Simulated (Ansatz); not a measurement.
The input, for Ansatz 0.2.0:

```yaml
crystal:
  periodic: [false, false, false]
  atoms:
    - {symbol: Cl, position_ang: [0.000000, -0.182593, 1.317915]}
    - {symbol: Si, position_ang: [0.000000, 0.559430, -0.589798]}
    - {symbol: O, position_ang: [0.000000, -0.577421, -1.885025]}
basis:
  gaussian: {orbitals: 6-31G}
total_charge: 1
magnetization: {spin_polarized: false, initial_magnetization: 4}
correlation: {active_space: {window: {electrons: 6, orbitals: 5}, fixed_orbitals: true}}
output: {forces: true}
```

```sh
$ ansatz run in.yaml --threads 1 --pin off --events-out ev --progress --plain --max-ram 2393MiB
```

Log:

```
355 factors; integrals over basis functions are off by at most 1.0e-4 eV
mean field evaluation 1: about -22363.2961 eV, gradient 7.0e1 eV
mean field evaluation 2: about -22363.4635 eV, gradient 6.9e1 eV
mean field evaluation 4: about -22381.1806 eV, gradient 2.4e1 eV
mean field evaluation 8: about -22385.8527 eV, gradient 1.2e0 eV
mean field evaluation 16: about -22385.8971 eV, gradient 9.8e-7 eV
mean field evaluation 32: about -22386.0615 eV, gradient 3.9e-2 eV
mean field evaluation 64: about -22382.6845 eV, gradient 1.8e0 eV
mean field evaluation 96: about -22375.4452 eV, gradient 4.1e1 eV
mean field evaluation 128: about -22382.9493 eV, gradient 1.8e0 eV
mean field evaluation 160: about -22386.0516 eV, gradient 4.2e-2 eV
mean field evaluation 192: about -22381.8378 eV, gradient 6.6e0 eV
mean field evaluation 224: about -22385.7699 eV, gradient 5.0e0 eV
mean field evaluation 256: about -22384.9600 eV, gradient 8.5e0 eV
mean field evaluation 288: about -22385.8971 eV, gradient 1.7e-3 eV
mean field -22386.64652796 eV, -822.6940856884 hartree, gradient 5.1e-6 eV, S^2 6.000000; 15 other end points of the search recorded, 0 dependent functions left out
reference -22386.64652796 eV, -822.6940856884 hartree; 21, 17 occupied and 14, 18 virtual orbitals, 355 factors
state -22386.64652796 eV, -822.6940856884 hartree
the calculation of the forces begins
Total energy: -22386.64652796 eV, -822.6940856884 hartree
Atom 0 at     0.000000    -0.182593     1.317915 Å, force     0.000000    -0.836091     1.256296 eV/Å
Atom 1 at     0.000000     0.559430    -0.589798 Å, force    -0.000000     6.764757     4.915265 eV/Å
Atom 2 at     0.000000    -0.577421    -1.885025 Å, force     0.000000    -5.928665    -6.171561 eV/Å
Dipole moment:    -0.000000     0.232192    -1.176313 e Å
```

The active space holds one configuration alone, so it describes no static correlation.

Natural occupations: 2.0000 1.0000 1.0000 1.0000 1.0000.

Forces (eV/Å):
```
Cl   0.000 -0.836  1.256
Si   0.000  6.765  4.915
O    0.000 -5.929 -6.172
```

Ran on 1 thread of Arm Neoverse V1, shared host: 2.6 s wall, 0.23 GiB peak host memory.
